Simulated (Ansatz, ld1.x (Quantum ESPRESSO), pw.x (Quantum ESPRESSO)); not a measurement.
silver (Ag): one change to the TM potential, in the atom and in the fcc crystal

ld1.x (Quantum ESPRESSO) 7.5 input, shortened:

```
&input
   title='Ag', zed=47., rel=1, dft='PBE', iswitch=3,
   config='[Kr] 4d9 5s2 5p0'
 /
 &inputp
   pseudotype=2, tm=.true., lloc=1,
   nlcc=.false.
 /
3
5S  1  0   2.00   0.00  2.55  2.55  0.0
4D  3  2   9.00   0.00  1.70  1.70  0.0
5P  2  1   0.00   0.00  3.65  3.65  0.0
 &test
   configts(1)='4d9 5s2 5p0'
 /
```

Change: all radii scaled by about 0.96 (s 2.46, p 3.50, d 1.64 bohr).

Cutoffs, loose and tight: the cutoffs (Ry, on a coarse ladder) from which the occupation-weighted sum of valence levels, in a spherical-Bessel basis at the reference potential, stays within 10 and 1 mRy of its value at 400 Ry. They do not see the model core or the augmentation charge, which bear on the density cutoff. Test errors are all-electron minus pseudo excitation energies from the reference, over the configurations 4d10 5s1 5p0; 4d10 5s0 5p0; 4d9 5s0 5p0; 4d7 5s0 5p0; 4d8 5s0 5p0; 4d9 5s1 5p1; 4d9 5s1 5p0; variants that change the core or the reference have their own tests.

Crystal test: fcc Ag in pw.x 7.5, no spin, 14³ k-points, Fermi–Dirac smearing 0.01 Ry, cutoffs set for each file from its atomic test. The reference is all-electron LAPW (Ansatz 0.2.0) with the same functional, mesh and smearing; V0 and B0 come from Birch–Murnaghan fits to the pressures at five volumes. Errors are pseudo minus all-electron; Δ is the rms difference of the E(V) curves that follow from these fits, minima aligned, over ±6 % about the mean V0. Mesh and smearing are coarse, so the numbers serve the comparison and aren't converged zero-temperature values; the lattice is a test structure that the element need not adopt.

All-electron: a0 = 4.149 Å (V0 = 17.85 Å³/atom), B0 = 90.5 GPa.

Question: Does the change bring the crystal closer to the all-electron result?

Answer: The mean pressure error goes from -1.12 to +1.68 GPa, so the change moves the solid further from the all-electron pressures. The B0 error goes the other way, from +11.9 to +6.8 %.

```tsv
quantity	base	changed
outcome (atom)	generated	generated
cutoff, loose (atom)	70 Ry	70 Ry
cutoff, tight (atom)	100 Ry	100 Ry
bound ghosts (atom)	none	none
largest test error (meV) (atom)	-205 over the solved tests; 2 of 7 tests not solved or not reliable	-189 over the solved tests; 2 of 7 tests not solved or not reliable
cutoffs in pw.x (Ry)	120/480	120/480
a0 (Å)	4.133	4.171
a0 error (%)	-0.39	+0.54
B0 error (%)	+11.9	+6.8
Δ (meV/atom)	4.3	6.2
mean pressure error (GPa)	-1.12	+1.68
```

Base: The largest radius (3.65 bohr) exceeds half the bond length (2.77 bohr), so the spheres overlap, which is one possible source of error among others. This is a poor potential for the solid. Atomic configuration tests: 2 of 7 tests not solved or not reliable. The logarithmic derivative shows an extra or strongly shifted pseudo pole above the reference energy (s near 0.43 Ry). Changed file: The largest radius (3.50 bohr) exceeds half the bond length (2.77 bohr), so the spheres overlap, which is one possible source of error among others. This is a poor potential for the solid. Atomic configuration tests: 2 of 7 tests not solved or not reliable. The logarithmic derivative shows an extra or strongly shifted pseudo pole above the reference energy (s near 0.89 Ry). The atomic cutoffs weigh occupied waves only.
